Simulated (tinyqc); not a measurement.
Extended Hueckel theory, for HF, step by step. Computed by tinyqc, a small Python program that keeps every step (integrals from PySCF). Settings: charge = 0, K = 1.75, multiplicity = 1. Command: `OMP_NUM_THREADS=1 python tinyqc.py 25855 25856 out.jsonl` (the two numbers bound the seeds that draw the settings). One thread of a shared host (Intel(R) Xeon(R) Processor @ 2.60GHz), about 0.01 s of CPU time with the checks.

## Overlaps

Geometry (angstrom):
```
atom         x         y         z
F     0.000000  0.000000  0.000000
H     0.000000  0.000000  1.098000
```

Parameters chosen for this run:
```
element  shell  Slater exponent   H_ii (eV)
H           1s         1.300000  -13.600000
F           2s         2.425000  -40.000000
F           2p         2.425000  -18.100000
```

Slater orbitals, each expanded in six Gaussians scaled to its exponent.

overlap S, order 1F 2s, 1F 2px, 1F 2py, 1F 2pz, 2H 1s:
$$\begin{pmatrix}
1.000000 & 0.000000 & 0.000000 & 0.000000 & 0.348803 \\
0.000000 & 1.000000 & 0.000000 & 0.000000 & 0.000000 \\
0.000000 & 0.000000 & 1.000000 & 0.000000 & 0.000000 \\
0.000000 & 0.000000 & 0.000000 & 1.000000 & 0.307589 \\
0.348803 & 0.000000 & 0.000000 & 0.307589 & 1.000000
\end{pmatrix}$$

## Wolfsberg-Helmholz matrix

diagonal H_ii (eV): 1F 2s -40.000000, 1F 2px -18.100000, 1F 2py -18.100000, 1F 2pz -18.100000, 2H 1s -13.600000

K = 1.750000

H_ij = K' S_ij (H_ii + H_jj)/2 for i != j (the diagonal keeps H_ii), with K' = 1.75.

H (eV), order 1F 2s, 1F 2px, 1F 2py, 1F 2pz, 2H 1s:
$$\begin{pmatrix}
-40.000000 & 0.000000 & 0.000000 & 0.000000 & -16.358843 \\
0.000000 & -18.100000 & 0.000000 & 0.000000 & 0.000000 \\
0.000000 & 0.000000 & -18.100000 & 0.000000 & 0.000000 \\
0.000000 & 0.000000 & 0.000000 & -18.100000 & -8.531741 \\
-16.358843 & 0.000000 & 0.000000 & -8.531741 & -13.600000
\end{pmatrix}$$

## Orbitals

valence electrons = 8

Solve H C = S C e through S^(-1/2); fill by pairs from the bottom, a degenerate level sharing its electrons equally; each orbital has its largest coefficient positive (the first on a tie).

orbital energies (eV): [-40.209887, -18.861626, -18.100000, -18.100000, -3.517859]

occupations: [2.000000, 2.000000, 2.000000, 2.000000, 0.000000]

coefficients, order 1F 2s, 1F 2px, 1F 2py, 1F 2pz, 2H 1s:
$$\begin{pmatrix}
0.966639 & -0.115861 & 0.000000 & 0.000000 & -0.455436 \\
0.000000 & 0.000000 & 0.897573 & 0.440867 & 0.000000 \\
0.000000 & 0.000000 & -0.440867 & 0.897573 & 0.000000 \\
-0.015086 & 0.897671 & 0.000000 & 0.000000 & -0.560962 \\
0.086943 & 0.250425 & 0.000000 & 0.000000 & 1.098037
\end{pmatrix}$$

sum of one-electron energies = -190.543025 eV

Within a degenerate level the vectors are fixed only up to a rotation; this is one choice.

## Mulliken analysis

P = C n C^T; charge = valence electrons (H 1, F 7) minus the sum of (P S)_ii on the atom; overlap population = 2 sum P_ij S_ij between two atoms.

charges: 1F -0.683584, 2H 0.683584

Overlap populations:
```
pair     value
2-1   0.351745
```
